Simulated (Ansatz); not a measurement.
# BH2ClO (SMILES OBCl): wB97M-V/def2-SVPD

What is the vertical singlet–triplet gap of BH2ClO at wB97M-V/def2-SVPD? 

Program for the calculation: Ansatz 0.2.0.

64 further runs of the same task are left out: 64 set aside as unsound or not needed.

### 1 The system as given

BH2ClO: 5 atoms, total charge 0, spin state singlet. SMILES: `OBCl`. The coordinates come from a PBE0-D4/def2-TZVP relaxation. This is one conformer, not always the lowest.

Bond lengths: O1–B2 1.340 Å, B2–Cl3 1.766 Å, O1–H4 0.963 Å, B2–H5 1.189 Å. Angles: O1–B2–Cl3 121.0°, O1–B2–H5 119.8°, Cl3–B2–H5 119.2°, B2–O1–H4 113.9°.

### 2 A single-point energy at wB97M-V/def2-SVPD

Contents of in.yaml:

```yaml
crystal:
  periodic: [false, false, false]
  atoms:
    - {symbol: O, position_ang: [-0.863300, -0.618600, -0.002900]}
    - {symbol: B, position_ang: [0.379000, -0.137200, 0.137900]}
    - {symbol: Cl, position_ang: [0.788600, 1.496000, -0.395300]}
    - {symbol: H, position_ang: [-1.477700, 0.001200, -0.409700]}
    - {symbol: H, position_ang: [1.223300, -0.815100, 0.628600]}
basis:
  gaussian: {orbitals: def2-SVPD}
hamiltonian: {xc: {name: wB97M-V}}
accuracy: high
output: {orbitals: {seedname: orbitals}}
```

On the command line:

```bash
$ ansatz run in.yaml --threads 1 --pin off --max-ram 3480MiB --events-out events.jsonl --progress --plain --runs-dir runs
```

The program printed:

```text
Warning: RAYON_NUM_THREADS=1 ignored (pool sized by the plan → 1); use --threads N
Functional definition: wB97M-V
  name "wB97M-V"
  parameter omega = 0.3/bohr
  parameter cx = 0.15
  parameter cx01 = 1.007
  parameter cx10 = 0.259
  parameter css00 = 0.443
  parameter css04 = -1.437
  parameter css10 = -4.535
  parameter css20 = -3.390
  parameter css43 = 4.278
  parameter cos00 = 1.000
  parameter cos10 = 1.358
  parameter cos20 = 2.924
  parameter cos21 = -8.812
  parameter cos60 = -1.390
  parameter cos61 = 9.142
  parameter b = 6.0
  parameter c = 0.01
  gx(w, u) = 1 - cx + cx01*u + cx10*w
  gss(w, u) = css00 + css04*u^4 + css10*w + css20*w^2 + css43*w^4*u^3
  gos(w, u) = cos00 + cos10*w + (cos20 + cos21*u)*w^2 + (cos60 + cos61*u)*w^6
  exchange = spin_sum(e_x_unif_sr(omega)*gx(b97_w, b97_u_x)) + cx*exact_x_sr(omega) + exact_x_lr(omega)
  correlation = spin_sum(e_c_pw_mod_same_spin*gss(b97_w, b97_u_same))
      + integral(e_c_pw_mod_opposite_spin*gos(b97_w_opposite, b97_u_opposite)) + vv10(b, c)
1663 factors; integrals over basis functions are off by at most 3.7e-9 eV
397 factors; integrals over basis functions are off by at most 1.8e-9 eV
mean field evaluation 1: about -15270.9245 eV, gradient 4.0e1 eV
mean field evaluation 2: about -15270.2738 eV, gradient 4.7e1 eV
mean field evaluation 4: about -15273.8656 eV, gradient 8.7e-1 eV
mean field evaluation 8: about -15273.8686 eV, gradient 5.8e-2 eV
mean field evaluation 16: about -15273.8686 eV, gradient 1.0e-5 eV
mean field -15273.86856439 eV, -561.3043167412 hartree, gradient 2.8e-8 eV, S^2 0.000000; 0 other end points of the search recorded, 0 dependent functions left out
reference -15273.86856935 eV, -561.3043169238 hartree; 16, 16 occupied and 70, 70 virtual orbitals, 1663 factors
Total energy: -15273.86856935 eV, -561.3043169238 hartree
```

It took 31 s on 1 thread of Arm Neoverse V2, shared host; peak memory 0.42 GiB.

### 3 The triplet at the same level

Contents of molecule.yaml:

```yaml
crystal:
  periodic: [false, false, false]
  atoms:
    - {symbol: O, position_ang: [-0.863300, -0.618600, -0.002900]}
    - {symbol: B, position_ang: [0.379000, -0.137200, 0.137900]}
    - {symbol: Cl, position_ang: [0.788600, 1.496000, -0.395300]}
    - {symbol: H, position_ang: [-1.477700, 0.001200, -0.409700]}
    - {symbol: H, position_ang: [1.223300, -0.815100, 0.628600]}
basis:
  gaussian:
    orbitals: def2-SVPD
hamiltonian:
  xc: {name: wB97M-V}
accuracy: high
magnetization:
  spin_polarized: true
  initial_magnetization: 2
output: {orbitals: {seedname: orbitals}}
```

On the command line:

```bash
$ ansatz run molecule.yaml --threads 1 --pin off --max-ram 3480MiB --events-out events.jsonl --progress --plain --runs-dir runs
```

The program printed (excerpt; [...] marks lines left out):

```text
Warning: RAYON_NUM_THREADS=1 ignored (pool sized by the plan → 1); use --threads N
[... 2 set-up lines as earlier in the session ...]
[...]
  gx(w, u) = 1 - cx + cx01*u + cx10*w
  gss(w, u) = css00 + css04*u^4 + css10*w + css20*w^2 + css43*w^4*u^3
  gos(w, u) = cos00 + cos10*w + (cos20 + cos21*u)*w^2 + (cos60 + cos61*u)*w^6
[...]
      + integral(e_c_pw_mod_opposite_spin*gos(b97_w_opposite, b97_u_opposite)) + vv10(b, c)
1663 factors; integrals over basis functions are off by at most 3.7e-9 eV
397 factors; integrals over basis functions are off by at most 1.8e-9 eV
[...]
mean field -15266.73159921 eV, -561.0420381087 hartree, gradient 9.6e-8 eV, S^2 2.005070; 6 other end points of the search recorded, 0 dependent functions left out
reference -15266.73160283 eV, -561.0420382417 hartree; 17, 15 occupied and 69, 71 virtual orbitals, 1663 factors
Total energy: -15266.73160283 eV, -561.0420382417 hartree
```

Run time: 2.4 min. Hardware: 1 thread of Arm Neoverse V2, shared host; peak memory 0.76 GiB.

### 4 Outcome

At wB97M-V/def2-SVPD:

| quantity | value |
| --- | --- |
| singlet: total energy | -561.30432 Eh |
| singlet: HOMO energy | -11.56 eV |
| singlet: LUMO energy | 0.92 eV |
| singlet: HOMO–LUMO gap | 12.48 eV |
| triplet: total energy | -561.04204 Eh |
| triplet: HOMO energy (highest over α and β) | -4.81 eV |
| triplet: ⟨S²⟩ | 2.005 |
| vertical energy of the triplet above the singlet | 7.137 eV |

At this shape the triplet lies 7.14 eV (689 kJ/mol) above the singlet.
